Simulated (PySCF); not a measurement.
Dissociation curve of C2H2O, SMILES C(=O)=C. The C1–C4 bond (C1 also carries H, H; C4 carries O) is pulled apart rigidly from the PBE0/def2-TZVP optimised geometry.

Computed with: UCCSD = CCSD on UHF/cc-pVDZ, 3 core orbitals frozen run with PySCF; UKS-BHandHLYP = PySCF with unrestricted BHandHLYP/cc-pVDZ; UKS-PBE = PySCF with unrestricted PBE/cc-pVDZ; RKS-PBE = restricted PBE/cc-pVDZ (PySCF).

Energies are in kJ/mol, each relative to the lowest point of its own curve near equilibrium.

| R / Å | UCCSD | UKS-BHandHLYP | UKS-PBE | RKS-PBE |
|---|---|---|---|---|
| 1.04 | 456.9 | 407.2 | 433.0 | 433.0 |
| 1.12 | 201.1 | 169.1 | 188.1 | 188.1 |
| 1.19 | 76.8 | 58.0 | 70.3 | 70.3 |
| 1.23 | 35.7 | 23.7 | 31.9 | 31.9 |
| 1.28 | 7.4 | 2.9 | 6.0 | 6.0 |
| 1.31 | 0.3 | 0.0 | 0.0 | 0.0 |
| 1.35 | 0.0 | 4.9 | 0.7 | 0.7 |
| 1.40 | 11.4 | 22.0 | 12.8 | 12.8 |
| 1.45 | 32.5 | 48.3 | 34.2 | 34.2 |
| 1.51 | 67.0 | 88.1 | 68.3 | 68.3 |
| 1.60 | 129.8 | 157.4 | 130.0 | 130.0 |
| 1.77 | 259.4 | 294.3 | 257.1 | 257.1 |
| 1.97 | — | 419.8 | 395.0 | 395.0 |
| 2.14 | — | 441.5 | 456.2 | 491.0 |
| 2.34 | — | — | 465.6 | — |

Dashes: no converged value, or the column stops at the first point that the program doubted or that broke a chosen test of continuity, which isn't proof of a fault.

The unrestricted determinant behind UCCSD, UKS-BHandHLYP is spin-contaminated at 1.97 to 4.59 Å (<S²> up to 1.0, against 0.00 for a pure singlet). The unrestricted solution behind UKS-BHandHLYP changes between 1.97 and 2.14 Å, which can leave a kink. The unrestricted determinant behind UKS-PBE is spin-contaminated at 2.14 to 4.59 Å (<S²> up to 1.0, against 0.00 for a pure singlet). The restricted form behind RKS-PBE keeps the bonding electrons paired and can't separate into open-shell fragments.
